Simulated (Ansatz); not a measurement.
Species: NH2, net charge -1, singlet state. Whether it binds its extra electron was not tested at this geometry. SMILES: [NH2-]
Geometry from a B3LYP-D3(BJ)/def2-TZVP (Ansatz, a first-principles code) optimisation:
```
N
H 1 1.0353
H 1 1.0353 2 100.42
```
Charge -1, spin multiplicity 1.

Parts of the frozen-core correlation energy in STO-3G (Ansatz, hartree). Frozen orbitals: 1; correlated occupied orbitals by spin: 4 and 4; virtual: 2 and 2. Spin-orbit coupling is left out. No relativistic terms.

```tsv
term	value
reference (HF)	-54.57971
MP2 opposite-spin	-0.03076
MP2 same-spin	-0.00108
CCSD correlation	-0.04554
(T)	-0.00009
FCI minus CCSD(T)	-0.00004
T1 diagnostic	0.003
largest doubles amplitude	0.071
```
